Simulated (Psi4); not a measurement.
# PNH4 (SMILES N=[PH3]): HF/aug-cc-pV(T+d)Z (density fitting)

What is the energy change on altering one bond length of PNH4 at HF/aug-cc-pV(T+d)Z (density fitting)? 

The results are computed with Psi4 1.11.

1 further run of the same task is left out (set aside as unsound or not needed).

## 1. The structure to begin with

PNH4 has 6 atoms, charge 0, and is taken as a singlet. SMILES: `N=[PH3]`. The coordinates come from a GFN2-xTB relaxation.

Bond lengths: N1–P2 1.541 Å, N1–H3 1.008 Å, P2–H4 1.400 Å, P2–H5 1.400 Å, P2–H6 1.376 Å. Angles: N1–P2–H4 122.7°, N1–P2–H5 122.7°, N1–P2–H6 107.3°, P2–N1–H3 115.5°, H4–P2–H5 97.9°, H4–P2–H6 101.3°, H5–P2–H6 101.2°.

## 2. Energy and gradient at HF/aug-cc-pV(T+d)Z (density fitting)

File job.inp:

```
memory 1600 mb

molecule molecule1 {
  0 1
  N
  P 1 R2
  H 1 R3 2 A3
  H 2 R4 1 A4 3 D4
  H 2 R5 4 A5 1 D5
  H 2 R6 4 A6 5 D6

  R2 = 1.541364
  R3 = 1.008187
  A3 = 115.47658
  R4 = 1.399851
  A4 = 122.7273
  D4 = 63.54
  R5 = 1.399994
  A5 = 97.94995
  D5 = 137.61439
  R6 = 1.375719
  A6 = 101.25434
  D6 = 103.14975
}

set scf_type df

E = gradient('hf/aug-cc-pV(T+d)Z')
```

Run with:

```sh
$ psi4 job.inp job.out -n 1
```

job.out:

```text
[...]
  Running in c1 symmetry.
[...]
  Nuclear repulsion =   66.191007804797025
[...]
  Multiplicity = 1
[...]
  Nalpha       = 13
  Nbeta        = 13
[...]
    Number of basis functions: 193
[...]
   @DF-RHF iter   1:  -397.33953383057468   -1.08202e-01   2.99518e-03 ADIIS/DIIS
[...]
   @DF-RHF iter  11:  -397.51361038035009   -3.73461e-11   4.81446e-09 DIIS
[...]
    Orbital Energies [Eh]
    ---------------------
    Doubly Occupied:
       1A    -80.007203     2A    -15.496708     3A     -7.542981
       4A     -5.439544     5A     -5.439039     6A     -5.438002
       7A     -1.126814     8A     -0.850588     9A     -0.631421
      10A     -0.583061    11A     -0.561862    12A     -0.413432
      13A     -0.368964
[...]
  @DF-RHF Final Energy:  -397.51361038035009
   => Energetics <=
    Nuclear Repulsion Energy =             66.1910078047970245
    One-Electron Energy =                -679.6100002328920482
    Two-Electron Energy =                 215.9053820477449790
    Total Energy =                       -397.5136103803500873
[...]
 Multipole Moments:
 ------------------------------------------------------------------------------------
     Multipole            Electronic (a.u.)      Nuclear  (a.u.)        Total (a.u.)
 ------------------------------------------------------------------------------------
 L = 1.  Multiply by 2.5417464519 to convert [e a0] to [Debye]
 Dipole X            :         -0.0006627            0.0002377           -0.0004250
 Dipole Y            :         -0.0840913            0.5618229            0.4777316
 Dipole Z            :          0.0259227            1.2036493            1.2295719
 Magnitude           :                                                    1.3191189
[...]
  -Total Gradient:
     Atom            X                  Y                   Z
    ------   -----------------  -----------------  -----------------
       1        0.000025081576    -0.019046090809     0.002876591824
       2       -0.000091146529     0.010982352051    -0.002618399640
       3       -0.000024173147     0.009224117430    -0.000506923287
       4        0.002844427890    -0.003122719990     0.002512030327
       5       -0.002811753645    -0.003151898184     0.002541615507
       6        0.000057563854     0.005114239502    -0.004804914734
[...]
```

It took 5.1 s on 1 thread of Intel Xeon Platinum 8375C at 2.90GHz (Ice Lake), shared host; peak memory 0.4 GiB.

## 3. The distorted shape, same level

File job.in:

```
memory 1.6 GB

molecule {
  0 1
  N      2.10934254    -3.29398539     0.20276950
  P      0.65194795    -1.52206479    -1.59179001
  H      2.90455819    -4.81835186    -0.61803304
  H     -1.50783893    -2.28668577    -2.91408808
  H      1.82745209    -0.18833389    -3.55102027
  H     -1.24447914     2.37268343     1.28365316
  units bohr
}

set {
  scf_type df
}

E, wfn = gradient("scf/aug-cc-pV(T+d)Z", return_wfn=True)
print_variables()
```

Run with:

```sh
$ psi4 -n 1 job.in job.out
```

job.out:

```text
[...]
  Running in c1 symmetry.
[...]
  Nuclear repulsion =   62.560362803132371
[...]
  Multiplicity = 1
[...]
  Nalpha       = 13
  Nbeta        = 13
[...]
    Number of basis functions: 193
[...]
   @DF-RHF iter   1:  -397.12178265128921   -2.58854e-01   3.05797e-03 ADIIS/DIIS
[...]
   @DF-RHF iter  12:  -397.33380975895062   -5.20686e-11   6.28053e-09 DIIS
[...]
    Orbital Energies [Eh]
    ---------------------
    Doubly Occupied:
       1A    -80.068029     2A    -15.530336     3A     -7.597563
       4A     -5.494346     5A     -5.492802     6A     -5.491947
       7A     -1.151886     8A     -0.842953     9A     -0.647885
      10A     -0.608184    11A     -0.465985    12A     -0.396548
      13A     -0.341764
[...]
  @DF-RHF Final Energy:  -397.33380975895062
   => Energetics <=
    Nuclear Repulsion Energy =             62.5603628031323709
    One-Electron Energy =                -671.5278854644177500
    Two-Electron Energy =                 211.6337129023347075
    Total Energy =                       -397.3338097589506219
[...]
 Multipole Moments:
 ------------------------------------------------------------------------------------
     Multipole            Electronic (a.u.)      Nuclear  (a.u.)        Total (a.u.)
 ------------------------------------------------------------------------------------
 L = 1.  Multiply by 2.5417464519 to convert [e a0] to [Debye]
 Dipole X            :          0.7893784           -0.9174472           -0.1280689
 Dipole Y            :         -1.5523225            1.3033984           -0.2489241
 Dipole Z            :         -0.9710317           -0.5056588           -1.4766905
 Magnitude           :                                                    1.5029903
[...]
  -Total Gradient:
     Atom            X                  Y                   Z
    ------   -----------------  -----------------  -----------------
       1        0.011814408673    -0.011627001120     0.023986131261
       2        0.007189001114    -0.021963500994    -0.034146211370
       3       -0.000088951377    -0.002041366008    -0.007585891175
       4        0.004625247296    -0.000806137935    -0.008818327367
       5       -0.003440411369    -0.005906168721    -0.007354440651
       6       -0.020099294337     0.042344174778     0.033918739297
[...]
```

It took 4.8 s on 1 thread of Intel Xeon Platinum 8375C at 2.90GHz (Ice Lake), shared host; peak memory 0.41 GiB.

## 4. Results

Level: HF/aug-cc-pV(T+d)Z (density fitting).

| quantity | value |
| --- | --- |
| first shape: total energy | -397.51361 Eh |
| first shape: dipole moment | 3.35 D |
| first shape: HOMO energy | -10.04 eV |
| first shape: LUMO energy | 0.67 eV |
| first shape: HOMO–LUMO gap | 10.71 eV |
| first shape: largest force on an atom | 0.990 eV/Å |
| distorted shape: total energy | -397.33381 Eh |
| distorted shape: dipole moment | 3.82 D |
| distorted shape: HOMO energy | -9.30 eV |
| distorted shape: LUMO energy | -1.02 eV |
| distorted shape: HOMO–LUMO gap | 8.28 eV |
| distorted shape: largest force on an atom | 2.975 eV/Å |
| energy change with the P2–H6 bond stretched from 1.376 to 2.751 Å | 4.893 eV |

One bond (distorted shape) is far stretched, which a spin-restricted single reference describes badly; a broken-symmetry solution may lie lower. With the P2–H6 bond stretched from 1.376 to 2.751 Å the energy rises by 4.89 eV (113 kcal/mol). The first shape isn't relaxed at this level, so the change isn't measured from a minimum. A restricted reference can't describe the breaking bond well at this length. The largest force (first shape) is 0.99 eV/Å: the shape isn't a stationary point for this species at this level.
